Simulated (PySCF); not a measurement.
# Reproducing measurements on C4H8O

**Measured values to compare with.**

From NIST CCCBDB Release 22 (SRD 101), experimental polarizabilities, for the gas: mean polarisability 8.18 Å³.

How close the calculation comes is told at the end.

Species: C₄H₈O.
Numbering: `[CH3:1][CH2:2][CH2:3][CH:4]=[O:5]` (hydrogens: H6, H7, H8 on C1; H9, H10 on C2; H11, H12 on C3; H13 on C4)

Structure used (GFN2-xTB), in Å, numbered top down from 1:
```xyz
13
C4H8O angstrom
C     -1.702   -0.048    0.655
C     -0.270   -0.519    0.439
C      0.549    0.498   -0.349
C      1.965    0.057   -0.573
O      2.447   -0.973   -0.196
H     -2.265   -0.789    1.216
H     -1.718    0.887    1.210
H     -2.201    0.111   -0.299
H     -0.268   -1.468   -0.100
H      0.213   -0.691    1.402
H      0.579    1.460    0.171
H      0.100    0.683   -1.329
H      2.567    0.794   -1.144
```

Runs made with PySCF (gas phase, on this GFN2-xTB geometry; no spin–orbit coupling):

| level | job | basis functions | wall time |
| --- | --- | --- | --- |
| wB97X-D/def2-SVPD | 8 singlets by full TDDFT, 3 Tamm–Dancoff triplets, polarisability | 167 | 8.8 s |

Hardware: one thread, x86-64 server, on a shared host.

Results beside the measurements:

**Mean polarisability.** Measured: 8.18 Å³ (NIST CCCBDB Release 22 (SRD 101), experimental polarizabilities).

```json
{"level": "wB97X-D/def2-SVPD", "computed (Å³)": "7.76", "computed − measured (Å³)": "-0.42", "% (from the printed values)": "-5"}
```

The computed values are static and purely electronic, with core orbitals frozen in the response (1 au = 0.148185 Å³). The table of measured values doesn't say here whether a value is static or optical, or holds a vibrational part. The measurement averages over conformers, the calculation has one.

No measured geometry was used, and the causes of the misses weren't examined.
